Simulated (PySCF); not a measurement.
Geometries of 3 isomers of C4H5F, from PBE0-D3(BJ)/def2-SVP geometry optimisation, gas phase (PySCF). One conformer each, no zero-point energy, no frequencies.

Problem. Which is lowest in electronic energy at this level?
A.
```xyz
10
angstrom
C      2.379   -0.375    0.310
C      1.245   -0.327   -0.110
C     -0.133   -0.254   -0.571
C     -1.059    0.338    0.481
F     -2.340    0.353   -0.001
H      3.390   -0.423    0.669
H     -0.195    0.358   -1.487
H     -0.498   -1.259   -0.839
H     -1.028   -0.264    1.404
H     -0.755    1.369    0.728
```
B.
```xyz
10
angstrom
C     -1.798   -0.187    0.346
C     -0.653   -0.137   -0.345
C      0.645    0.122    0.260
C      1.814    0.185   -0.385
F      0.607    0.306    1.584
H     -1.810   -0.031    1.427
H     -2.749   -0.385   -0.152
H     -0.644   -0.293   -1.427
H      1.849    0.034   -1.464
H      2.739    0.386    0.156
```
C.
```xyz
10
angstrom
F      2.354    0.401   -0.220
C      1.046    0.285   -0.109
C      0.036    1.161   -0.099
C     -0.975    0.045    0.069
C      0.226   -0.953    0.057
H     -0.044    2.246   -0.174
H     -1.679   -0.090   -0.768
H     -1.542    0.054    1.014
H      0.241   -1.661   -0.787
H      0.381   -1.509    0.995
```

Solution. B. That is `C=CC(=C)F`, 4.9 kcal/mol below the next.

```csv
SMILES,atoms numbered as above,E (Eh),relative (kcal/mol),relative (kJ/mol),dipole (D)
C=CC(=C)F,[CH2:1]=[CH:2][C:3](=[CH2:4])[F:5],-254.75945,0.0,0.0,1.29
FC1=CCC1,[F:1][C:2]1=[CH:3][CH2:4][CH2:5]1,-254.75169,4.9,20.4,1.33
C#CCCF,[CH:1]#[C:2][CH2:3][CH2:4][F:5],-254.72477,21.8,91.1,1.12
```

As drawn, the lowest has a C=C bond outside aromatic rings, which the highest lacks; the highest has a C≡C bond, which the lowest lacks.
